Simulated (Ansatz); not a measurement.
# CH₃FSi: a ladder of functionals and wavefunction methods

How much do the methods differ for CH₃FSi? The plan is to run it at one geometry with functionals of several rungs and with coupled cluster. The yardstick is the atomisation energy at the CCSD(T) limit.

The runs use Ansatz 0.2.0, Gaussian basis; functionals in def2-TZVPP, the program's frozen cores in correlated methods.

Plan: LDA (SPW92), PBE-D4, revPBE-D4, BLYP-D4, r2SCAN-D4, B97M-V, PBE0-D4, B3LYP-D4, r2SCANh-D4, r2SCAN0-D4, HSE06-D4, BHLYP-D4, CAM-B3LYP-D4, LC-ωPBE, ωB97X-V, ωB97M-V, B2PLYP, PBE-QIDH; CCSD(T)/def2-SVP; CCSD(T)/def2-TZVPP; CCSD(T)/def2-QZVPP; extrapolation to the limit; RPA on PBE.

### Step 1. The relaxed structure

All runs share one geometry, relaxed beforehand with PBE0-D4 in a triple-zeta def2 set.

SMILES `C[Si]F`, 6 atoms, charge 0, spin multiplicity 1.

Atoms are counted from 1 here; the program's logs count them from 0.

Bond lengths: C1–Si2 1.886 Å, C1–H4 1.092 Å, C1–H5 1.097 Å, C1–H6 1.097 Å, Si2–F3 1.620 Å. Angles: Si2–C1–H4 112.7°, Si2–C1–H5 109.6°, Si2–C1–H6 109.8°, H4–C1–H5 108.9°, H4–C1–H6 109.0°, H5–C1–H6 106.7°, C1–Si2–F3 98.3°.

### Step 2. LDA

This LDA is Slater exchange with PW92 correlation.

The input, in.yaml:

```yaml
crystal:
  periodic: [false, false, false]
  atoms:
    - {symbol: C, position_ang: [-0.332974, 0.387825, -0.176012]}
    - {symbol: Si, position_ang: [0.467046, -0.578243, 1.232559]}
    - {symbol: F, position_ang: [1.360759, -1.593982, 0.341175]}
    - {symbol: H, position_ang: [-1.016978, 1.161885, 0.178990]}
    - {symbol: H, position_ang: [0.445847, 0.856965, -0.790109]}
    - {symbol: H, position_ang: [-0.881600, -0.298449, -0.832804]}
basis:
  gaussian: {orbitals: def2-TZVPP}
hamiltonian: {xc: lda}
output: {orbitals: {seedname: orbitals}}
```

Started as:

```bash
$ ansatz run in.yaml --threads 4 --pin off --events-out ev --progress --plain --max-ram 10444MiB
```

Further steps of the session: PBE-D4 (GGA); revPBE-D4 (GGA); BLYP-D4 (GGA); r2SCAN-D4 (meta-GGA); B97M-V (meta-GGA); PBE0-D4 (hybrid); B3LYP-D4 (hybrid); r2SCANh-D4 (hybrid); r2SCAN0-D4 (hybrid); HSE06-D4 (hybrid); BHLYP-D4 (hybrid); CAM-B3LYP-D4 (range-separated); LC-ωPBE (range-separated); ωB97X-V (range-separated); ωB97M-V (range-separated); B2PLYP (double hybrid); PBE-QIDH (double hybrid); CCSD(T) in def2-SVP; CCSD(T) in def2-TZVPP; CCSD(T) in def2-QZVPP; RPA on PBE orbitals.

Before running them: what should the planned runs give, taken together? Wanted: atomisation energy, CCSD(T)/CBS; farthest beyond LDA; mean size of error, GGA; mean size of error, meta-GGA; mean size of error, hybrid; mean size of error, range-separated; mean size of error, double hybrid; gap, smallest and largest; T1 diagnostic.

**Answer**, as computed:

```
                               quantity                                                      value
        atomisation energy, CCSD(T)/CBS                                              2209.9 kJ/mol
 functionals within 11.0 kJ/mol (0.5 %)  BLYP-D4, B97M-V, B3LYP-D4, CAM-B3LYP-D4, ωB97X-V, ωB97M-V
                    farthest beyond LDA                                    BHLYP-D4 (-71.6 kJ/mol)
                mean size of error, GGA                                                19.4 kJ/mol
           mean size of error, meta-GGA                                                 8.2 kJ/mol
             mean size of error, hybrid                                                32.0 kJ/mol
    mean size of error, range-separated                                                 9.5 kJ/mol
      mean size of error, double hybrid                                                29.0 kJ/mol
              gap, smallest and largest                   2.46 eV (LDA (SPW92)), 9.33 eV (LC-ωPBE)
                          T1 diagnostic                                                     0.0136
triples share of the correlation energy                                                      3.3 %
```

The LDA atomisation energy is off by 290.2 kJ/mol (13 %): it overbinds. PBE-D4 is off by +23.3 kJ/mol. Double hybrids carry the basis error of their MP2 part in triple zeta, and no dispersion term here, so their miss is partly the set-up's. The rungs meta-GGA, range-separated miss on average by less than the doubt on the reference (11.0 kJ/mol), so they tie. The reference freezes the cores and leaves out relativity and excitations past (T), so misses under about 11.0 kJ/mol can't be ranked. Hartree-Fock recovers 74 % of the binding; the rest is correlation. CCSD(T) in def2-SVP is off by -146.1 kJ/mol, so the small basis spoils what the method gains. Orbital gaps span 2.5 to 9.3 eV; exact exchange widens them. The restricted reference is unstable towards a spin-broken one.
